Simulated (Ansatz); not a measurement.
The same path of AlH5OS (8 atoms, charge 0, multiplicity 1) was run twice with different band settings. Lost on the way: S6–H8. Made: O2–H8.

Theory: RKS PBE0/6-31G* in Ansatz.

Relaxed end points:

```xyz
8
Properties=species:S:1:pos:R:3
Al -0.023 0.043 0.291
O -0.288 -0.666 1.853
H -1.150 -1.065 2.005
H 1.496 0.117 -0.192
H -1.252 0.080 -0.734
S -0.087 2.514 1.166
H 1.229 2.778 1.068
H 0.008 2.072 2.434
```

```xyz
8
Properties=species:S:1:pos:R:3
Al 0.091 0.528 0.167
O -0.254 -0.189 2.038
H -1.108 -0.645 2.096
H 1.553 0.017 -0.195
H -1.242 -0.032 -0.513
S -0.051 2.680 0.811
H 1.277 2.880 0.927
H -0.335 0.633 2.559
```

Common settings: movable images 7; climbing image yes; optimiser quadratic models (default); start path through a guess of the saddle point; force threshold 0.03 eV/Å; iteration limit 60; end points relaxed.

| run | spring |
| --- | --- |
| 1 | 5.0 eV/Å² |
| 2 | 0.1 eV/Å² |

Question: What does each run give, and how far can it be trusted?

Answer: Run 1: converged after 13 iterations, highest image 0.182 eV above the first end. A vibrational analysis at the climbing image gives one clearly imaginary mode, 784i cm⁻¹: a first-order saddle point.
Run 2: converged after 12 iterations, highest image 0.182 eV above the first end. Another band between the same ends (7 images) ends at a top of the same energy, where a vibrational analysis finds 1 clearly imaginary mode.
The orbitals stay closed-shell, which can raise the energy where a bond breaks towards radicals; this wasn't checked here.
